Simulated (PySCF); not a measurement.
Isomers of C4H2ClN. Level of theory: PBE0-D3(BJ)/def2-SVP geometry optimisation, gas phase (PySCF). Energies are electronic, without zero-point or thermal terms, for one conformer each. No frequencies were run at this level. Point groups hold within 0.08 Å.

Question: Order them by energy at this level, lowest first, and give relative energies in kJ/mol.
A. `ClCC#CC#N`
B. `N#C[C@@H]1C=C1Cl`

Answer: A (0.0), B (51.3).

As drawn, the lower has a C≡C bond, which the higher lacks; the higher has a three-membered ring and a C=C bond outside aromatic rings, which the lower lacks.

```json
{"SMILES": "N#CC#CCCl", "E (Eh)": "-667.79266", "E rel (kJ/mol)": "0.0", "dipole (D)": "4.04", "point group": "Cs", "A, B, C (MHz)": "15786, 972.3, 921.2"}
{"SMILES": "N#C[C@@H]1C=C1Cl", "E (Eh)": "-667.77310", "E rel (kJ/mol)": "51.3", "dipole (D)": "3.96", "point group": "C1", "A, B, C (MHz)": "6839, 1678, 1427"}
```
